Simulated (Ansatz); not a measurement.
# HCl₂ (doublet): wave-function methods side by side at distance Cl1–H2 along a hydrogen transfer = 1.380 Å, cc-pVTZ

Aim: climb from Hartree-Fock through coupled cluster and multireference methods for HCl₂ (doublet) at one geometry and basis, and see what each rung misses.

Computed with Ansatz 0.2.0, Gaussian basis. Level: cc-pVTZ, core rule «outside noble gas», up to 10 orbitals frozen.

To be run: UHF; CCSD(T) on ROHF; CCSD(T) on UHF; BCCD(T) on ROHF; CCSDT(Q) on ROHF; CCSDT(Q) on UHF; CASSCF and MRCISD+Q, 3 electrons in 3 orbitals; CASSCF and NEVPT2, 3 electrons in 3 orbitals; CASSCF and MRCISD+Q, 15 electrons in 9 orbitals; CASSCF and NEVPT2, 15 electrons in 9 orbitals.

## (1) What is computed

The geometry derives from fragments relaxed apart (PBE0/def2-TZVP) and kept rigid, so it is no stationary point. A hydrogen atom is moved between rigid fragments.

3 atoms, charge 0, spin multiplicity 2.

Atoms are counted from 1 here; the program's logs count them from 0.

Bond lengths: Cl1–H2 1.380 Å.

As a file:

```
Cl    0.0000    0.0000   -1.5713
H     0.0000    0.0000   -0.1913
Cl    0.0000    0.0000    1.7627
```

## (2) UHF

Input file in.yaml:

```yaml
crystal:
  periodic: [false, false, false]
  atoms:
    - {symbol: Cl, position_ang: [0.000000, 0.000000, -1.571333]}
    - {symbol: H, position_ang: [0.000000, 0.000000, -0.191333]}
    - {symbol: Cl, position_ang: [0.000000, 0.000000, 1.762667]}
basis:
  gaussian: {orbitals: cc-pVTZ}
magnetization: {spin_polarized: true, initial_magnetization: 1}
hamiltonian: {xc: hf}
output: {orbitals: {seedname: orbitals}}
```

Launch:

```sh
$ ansatz run in.yaml --threads 1 --pin off --events-out ev --progress --plain --max-ram 2816MiB --backend cpu
```

Further steps of the session: CCSD(T) on ROHF; CCSD(T) on UHF; BCCD(T) on ROHF; CCSDT(Q) on ROHF; CCSDT(Q) on UHF; CASSCF and MRCISD+Q, 3 electrons in 3 orbitals; CASSCF and NEVPT2, 3 electrons in 3 orbitals; CASSCF and MRCISD+Q, 15 electrons in 9 orbitals; CASSCF and NEVPT2, 15 electrons in 9 orbitals.

Before running them: what should the planned runs give, taken together? Wanted: UCCSDT(Q) below the RHF energy; RMP2 from UCCSDT(Q); UMP2 from UCCSDT(Q); RCCSD from UCCSDT(Q); RCCSD(T) from UCCSDT(Q); UCCSD(T) from UCCSDT(Q); RCCSDT(Q) from UCCSDT(Q); NEVPT2 pair from UCCSDT(Q); MRCISD+Q pair from UCCSDT(Q).

**Answer**, as computed:

| quantity | value |
| --- | --- |
| UCCSDT(Q) below the RHF energy | -11.7431 eV |
| RMP2 from UCCSDT(Q) | +147.2 kJ/mol |
| UMP2 from UCCSDT(Q) | +149.9 kJ/mol |
| RCCSD from UCCSDT(Q) | +43.0 kJ/mol |
| RCCSD(T) from UCCSDT(Q) | +4.5 kJ/mol |
| UCCSD(T) from UCCSDT(Q) | +4.5 kJ/mol |
| RCCSDT(Q) from UCCSDT(Q) | +0.1 kJ/mol |
| NEVPT2 pair from UCCSDT(Q) | +151.9 kJ/mol |
| MRCISD+Q pair from UCCSDT(Q) | +24.6 kJ/mol |
| NEVPT2 valence from UCCSDT(Q) | +253.2 kJ/mol |
| levels within 1 kcal/mol (43 meV) | RCCSDT, UCCSDT, RCCSDT(Q) |
| T1 diagnostic | 0.011 |
| effectively unpaired electrons | 1.01 |

What this shows: RCCSD(T) lands +4.5 kJ/mol from the yardstick (0.4 % of the correlation energy). One determinant dominates. Of the multireference levels listed MRCISD+Q pair comes nearest in total energy (+24.6 kJ/mol), which doesn't show that its space is the better one. These misses are within one basis, not against nature; the frozen cores of restricted and unrestricted runs differ, which can shift their rows.
